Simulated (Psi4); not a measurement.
# SiNH4S (SMILES N[SiH2][S]) at UMP3/6-311+G(d,p)

What is the vertical doublet–quartet gap of SiNH4S at UMP3/6-311+G**? 

The results are computed with Psi4 1.11.

2 further runs of the same task are left out: 2 set aside as unsound or not needed.

**1. The structure to begin with**

SiNH4S: 7 atoms, total charge 0, spin state doublet. SMILES: `N[SiH2][S]`. Geometry: relaxed at PBE0-D4/def2-TZVP. This is one conformer, not always the lowest.

Bond lengths: N1–Si2 1.724 Å, Si2–S3 2.123 Å, N1–H4 1.009 Å, N1–H5 1.009 Å, Si2–H6 1.483 Å, Si2–H7 1.483 Å. Angles: N1–Si2–S3 104.9°, N1–Si2–H6 108.6°, N1–Si2–H7 108.6°, S3–Si2–H6 112.0°, S3–Si2–H7 112.0°, Si2–N1–H4 119.1°, Si2–N1–H5 119.1°, H6–Si2–H7 110.4°, H4–N1–H5 110.8°.

**2. A single-point energy at UMP3/6-311+G(d,p)**

The input, calc.in:

```
memory 1600 mb

molecule molecule1 {
  0 2
  N     -0.745300     0.024700    -0.769600
  Si     0.651700    -0.008000     0.239500
  S     -0.104200    -0.184300     2.215000
  H     -1.342400     0.837600    -0.753400
  H     -1.289700    -0.817300    -0.880200
  H      1.406500     1.253500     0.044800
  H      1.484600    -1.174200    -0.141800
  units angstrom
  symmetry c1
}

set {
  basis           6-311+G**
  reference       uhf
  puream          true
  e_convergence   1e-09
  d_convergence   1e-08
  scf_type        pk
  num_frozen_docc 11
  maxiter         200
  mp_type         conv
}

E = energy("mp3")
```

The run is started by

```bash
psi4 -n 1 calc.in calc.out
```

calc.out:

```text
[...]
  Running in c1 symmetry.
[...]
  Nuclear repulsion =  143.544420489050566
[...]
  Multiplicity = 2
[...]
  Nalpha       = 21
  Nbeta        = 20
[...]
    Number of basis functions: 106
[...]
   @UHF iter   1:  -743.14699606273643   -6.16418e-01   5.12375e-03 DIIS/ADIIS
[...]
   @UHF iter  20:  -743.29892550341447    4.00860e-10   7.67860e-09 DIIS
[...]
   @S^2 Observed:                7.577349653E-01
[...]
    Orbital Energies [Eh]
    ---------------------
    Alpha Occupied:
       1A    -91.964898     2A    -68.816135     3A    -15.536521
       4A     -8.968434     5A     -6.664708     6A     -6.646774
       7A     -6.644819     8A     -6.159501     9A     -4.266831
      10A     -4.266577    11A     -4.266436    12A     -1.142248
      13A     -0.972274    14A     -0.715368    15A     -0.663683
      16A     -0.558603    17A     -0.518125    18A     -0.497467
      19A     -0.444418    20A     -0.418452    21A     -0.375581
    Alpha Virtual:
      22A      0.055950    23A      0.069506    24A      0.070889
      25A      0.076342    26A      0.108271    27A      0.117090
[...]
  @UHF Final Energy:  -743.29892550341447
   => Energetics <=
    Nuclear Repulsion Energy =            143.5444204890505659
    One-Electron Energy =               -1313.3493766856240654
    Two-Electron Energy =                 426.5060306931591754
    Total Energy =                       -743.2989255034144662
  UHF NO Occupations:
  HONO-2 :   19  A 1.9997461
  HONO-1 :   20  A 1.9968011
[...]
 Multipole Moments:
 ------------------------------------------------------------------------------------
     Multipole            Electronic (a.u.)      Nuclear  (a.u.)        Total (a.u.)
 ------------------------------------------------------------------------------------
 L = 1.  Multiply by 2.5417464519 to convert [e a0] to [Debye]
 Dipole X            :         -0.1616445            0.0264495           -0.1351950
 Dipole Y            :         -0.3385539            0.3642010            0.0256471
 Dipole Z            :          4.3337343           -4.7196754           -0.3859412
 Magnitude           :                                                    0.4097390
[...]
	SCS-MP2 Total Energy (a.u.)        :  -743.68849715188639
	SOS-MP2 Total Energy (a.u.)        :  -743.68898718748142
[...]
	SOS-PI-MP2 Total Energy (a.u.)     :  -743.71899193240961
[...]
	MP2 Total Energy (a.u.)            :  -743.68751708069647
[...]
	SCS-MP3 Total Energy (a.u.)        :  -743.69690633635355
[...]
	MP3 Total Energy (a.u.)            :  -743.72115381856520
[...]
```

Run time: 27 s. Hardware: 1 thread of Intel Xeon Platinum 8375C at 2.90GHz (Ice Lake), shared host; peak memory 1 GiB.

**3. The quartet**

The input, h4nssi_ase.py:

```python
import numpy as np
from ase.calculators.psi4 import Psi4
from ase import Atoms

mol = Atoms(['N', 'Si', 'S', 'H', 'H', 'H', 'H'], positions=[
    [-0.745300, 0.024700, -0.769600],
    [0.651700, -0.008000, 0.239500],
    [-0.104200, -0.184300, 2.215000],
    [-1.342400, 0.837600, -0.753400],
    [-1.289700, -0.817300, -0.880200],
    [1.406500, 1.253500, 0.044800],
    [1.484600, -1.174200, -0.141800],
])
calc = Psi4(atoms=mol, method='mp3', basis='6-311+G**', memory='1600MB', num_threads=1, charge=0, multiplicity=4, label='psi4-calc', reference='uhf')
calc.psi4.set_options({'puream': True, 'e_convergence': 1e-09, 'd_convergence': 1e-08, 'scf_type': 'pk', 'num_frozen_docc': 11, 'maxiter': 200, 'mp_type': 'conv'})
mol.calc = calc

print(f'energy: {mol.get_potential_energy():.6f} eV')
```

The run is started by

```bash
python h4nssi_ase.py
```

psi4-calc.dat:

```text
[...]
  Running in c1 symmetry.
[...]
  Nuclear repulsion =  143.544420489050566
[...]
  Multiplicity = 4
[...]
  Nalpha       = 22
  Nbeta        = 19
[...]
    Number of basis functions: 106
[...]
   @UHF iter   1:  -742.88809595516705   -3.57518e-01   5.48421e-03 DIIS/ADIIS
[...]
   @UHF iter  28:  -743.08069035635992   -3.41061e-12   8.71766e-09 DIIS
[...]
   @S^2 Observed:                3.769521168E+00
[...]
    Orbital Energies [Eh]
    ---------------------
    Alpha Occupied:
       1A    -92.131363     2A    -68.812187     3A    -15.560682
       4A     -9.132648     5A     -6.825959     6A     -6.825791
       7A     -6.806190     8A     -6.158662     9A     -4.267270
      10A     -4.264345    11A     -4.264073    12A     -1.171174
      13A     -1.130756    14A     -0.745566    15A     -0.675814
      16A     -0.615473    17A     -0.606820    18A     -0.597996
      19A     -0.538242    20A     -0.481872    21A     -0.438975
      22A     -0.100013
    Alpha Virtual:
      23A      0.030137    24A      0.060754    25A      0.063535
[...]
  @UHF Final Energy:  -743.08069035635992
   => Energetics <=
    Nuclear Repulsion Energy =            143.5444204890505659
    One-Electron Energy =               -1310.7694283202586121
    Two-Electron Energy =                 424.1443174748482079
    Total Energy =                       -743.0806903563599235
  UHF NO Occupations:
  HONO-2 :   20  A 1.0000000
  HONO-1 :   21  A 1.0000000
[...]
 Multipole Moments:
 ------------------------------------------------------------------------------------
     Multipole            Electronic (a.u.)      Nuclear  (a.u.)        Total (a.u.)
 ------------------------------------------------------------------------------------
 L = 1.  Multiply by 2.5417464519 to convert [e a0] to [Debye]
 Dipole X            :         -0.4818306            0.0264495           -0.4553811
 Dipole Y            :         -0.5474236            0.3642010           -0.1832226
 Dipole Z            :          6.9108479           -4.7196754            2.1911725
 Magnitude           :                                                    2.2454798
[...]
	SCS-MP2 Total Energy (a.u.)        :  -743.46628427909889
	SOS-MP2 Total Energy (a.u.)        :  -743.46459619325321
[...]
	SOS-PI-MP2 Total Energy (a.u.)     :  -743.49412741147580
[...]
	MP2 Total Energy (a.u.)            :  -743.46966045079046
[...]
	SCS-MP3 Total Energy (a.u.)        :  -743.47460724388361
[...]
	MP3 Total Energy (a.u.)            :  -743.50295230992947
[...]
```

The script printed:

```text
energy: -20231.745846 eV
```

Wall time 26 s (1 thread of Intel Xeon Platinum 8375C at 2.90GHz (Ice Lake), shared host); peak memory 1.1 GiB.

**4. Summary of results**

At UMP3/6-311+G**, 11 core orbitals frozen:

```
                                                           quantity          value
                                              doublet: total energy  -743.72115 Eh
doublet: HOMO energy (Hartree–Fock orbitals) (highest over α and β)       -9.72 eV
 doublet: LUMO energy (Hartree–Fock orbitals) (lowest over α and β)       -0.26 eV
              doublet: correlation energy (11 core orbitals frozen)     -422.2 mEh
                         doublet: ⟨S²⟩ of the reference determinant          0.758
                                              quartet: total energy  -743.50295 Eh
quartet: HOMO energy (Hartree–Fock orbitals) (highest over α and β)       -2.72 eV
 quartet: LUMO energy (Hartree–Fock orbitals) (lowest over α and β)       -2.50 eV
              quartet: correlation energy (11 core orbitals frozen)     -422.3 mEh
                         quartet: ⟨S²⟩ of the reference determinant          3.770
                   vertical energy of the quartet above the doublet       5.938 eV
```

At this shape the quartet lies 5.94 eV (573 kJ/mol) above the doublet.
